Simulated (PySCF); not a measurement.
## Bond curve of MgC⁻

Set-up: basis Mg aug-pcseg-1, C aug-pcseg-1; no relativity; PySCF 2.14. Energies in eV from Mg + C⁻ in their ground configurations at the same level. All curves are PBE0. state 1: ⁴Σ⁻ (quartet), unpaired electrons σ ↑, π ↑↑; state 2: Ms = 0.5 determinant of mixed spin (⟨S²⟩ near 1.8), unpaired electrons σ ↑, π ↑↓, a mixture of terms (⟨Lz²⟩ = 2.0), a second solution, started from another occupation.

```json
{"R (Å)": "1.941", "state 1": "-1.083", "state 2": "-0.4986"}
{"R (Å)": "2.031", "state 1": "-1.280", "state 2": "-0.6927"}
{"R (Å)": "2.122", "state 1": "-1.386", "state 2": "-0.7935"}
{"R (Å)": "2.189", "state 1": "-1.423", "state 2": "-0.8256"}
{"R (Å)": "2.257", "state 1": "-1.433", "state 2": "-0.8306"}
{"R (Å)": "2.325", "state 1": "-1.423", "state 2": "-0.8156"}
{"R (Å)": "2.415", "state 1": "-1.387", "state 2": "-0.7736"}
{"R (Å)": "2.528", "state 1": "-1.319", "state 2": "-0.6988"}
{"R (Å)": "2.663", "state 1": "-1.220", "state 2": "-0.5923"}
{"R (Å)": "2.844", "state 1": "-1.077", "state 2": "-0.4430"}
```

Q: Put a parabola through the three lowest points of the state 1 curve and estimate Re, k and ωe (reduced mass 7.998 u; 1 eV/Å² = 0.16022 mdyn/Å; ωe = 1302.8·√(k/μ) cm⁻¹).

A: Through R = 2.189, 2.257, 2.325 Å the second-order coefficient is 2.16 eV/Å², so Re ≈ 2.257 Å, k ≈ 0.693 mdyn/Å and ωe ≈ 383 cm⁻¹. A polynomial fit of higher order to the unrounded PBE0 energies gives Re = 2.253 Å, k = 0.708 mdyn/Å, ωe = 388 cm⁻¹; anharmonicity and rounding make the difference.

The higher-order fit for each curve: state 1: Re = 2.253 Å, ωe = 388 cm⁻¹, De = 1.43 eV; state 2: Re = 2.237 Å, ωe = 402 cm⁻¹, minimum 0.83 eV below the ground-state fragments.

For an ion De counts to the pair picked by the measured ionisation energies or electron affinities, which need not be the lowest pair at this level. The highest Kohn–Sham level is positive in this anion. Much of that is self-interaction error, but it also means that the finite basis helps to hold the extra electron. The state was picked by a PBE0 search and need not be the measured ground state.
